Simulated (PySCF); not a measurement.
C5H3 (charge +1).
InChI=1S/C5H3/c1-2-5-3-4-5/h1,3-4H/q+1

Method: MP2 and CCSD/aug-cc-pVDZ in PySCF, restricted Hartree–Fock reference, frozen core, non-relativistic, gas phase, PBE0-D3(BJ)/def2-SVP geometry.

E(HF) = -190.70006 Eh.

Problem. How large is the problem?

Solution. 142 basis functions and 32 electrons; 5 orbitals frozen, which leaves o = 11 correlated occupied and v = 126 virtual orbitals. That is o·v = 1386 singles and o·v(o·v + 1)/2 = 961191 distinct closed-shell doubles amplitudes before symmetry; the costliest CCSD step grows as o²v⁴ = 3.0 × 10^10.

Problem. What are the MP2 and CCSD correlation energies?

Solution. MP2 -0.6066 Eh and CCSD -0.6334 Eh, which gives totals of -191.30663 and -191.33343 Eh. That is 0.783 eV for each correlated electron at CCSD (1663 kJ/mol in all, 0.331 % of the total energy); MP2 gives 95.8 % of the CCSD value.

Problem. What is the T1 diagnostic?

Solution. 0.0128, below the customary warning level of 0.02. It is the norm of the spatial-orbital singles amplitudes over the root of the number of correlated electrons, so the norm is 0.060.

No triples correction and no basis-set extrapolation were made.
